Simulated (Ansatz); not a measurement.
**P (model structure, started from the hcp type, P6₃/mmc, No. 194, 2 atoms in the cell)**

The numbers are results of r²SCAN in Ansatz (plane waves, PAW), not measurements.

Settings: plane-wave cutoff 500 eV, 18×18×10 k mesh (along the axes of the cell as run), Fermi–Dirac smearing 0.05 eV, scalar-relativistic PAW data made under PBE.

Cell (relaxed at this level):

```xyz
2
Lattice="2.7183 0.0000 0.0000 -1.3592 2.3541 0.0000 0.0000 0.0000 4.5608" Properties=species:S:1:pos:R:3 pbc="T T T"
P      0.0000     1.5694     1.1402
P      1.3592     0.7847     3.4206
```

- band gap = none

Note: the relaxation could raise the start's symmetry but not lower it, so the cell can be a saddle point.

A model structure was made by putting elements into a prototype or built by hand; it is no filed structure, need not be a known phase, and can be a saddle point held by its symmetry.

Ansatz is an electronic-structure program.
